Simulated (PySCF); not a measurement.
H2P, SMILES [PH2], multiplicity 2. Atoms are numbered in the order given.

```xyz
3

P      0.0000     0.0000     0.1160
H      0.0000    -1.0212    -0.8702
H      0.0000     1.0212    -0.8702
```
Charge 0, spin multiplicity 2.

Coordinates come from a ωB97X-D3(BJ)/def2-TZVPD optimisation. The isomer is the one that the SMILES or the coordinates give; other isomers of the formula were not compared.

Calculation: PBE/pcH-1 run with PySCF.

Unrestricted Kohn–Sham, ⟨S²⟩ = 0.754. Hyperfine tensors hold the contact and dipolar terms, without spin-orbit corrections.

Task: Estimate the hyperfine couplings. (Estimate from the structure and the level; the computed values follow.)

Result: 
| nucleus | A(iso) (MHz) | A(iso) (G) | dipolar principal values (MHz) |
|---|---|---|---|
| 31P no. 1 | 53.0 | 18.9 | -328.9, -308.4, 637.3 |
| 1H no. 2 | -44.0 | -15.7 | -18.0, 2.7, 15.3 |
| 1H no. 3 | -44.0 | -15.7 | -18.0, 2.7, 15.3 |

Task: And the g tensor (effective nuclear charges for spin-orbit coupling, GIAO)? (The exact figures need the calculation; the answer reports its results.)

Result: principal values 2.0024, 2.0080, 2.0181; isotropic 2.0095.
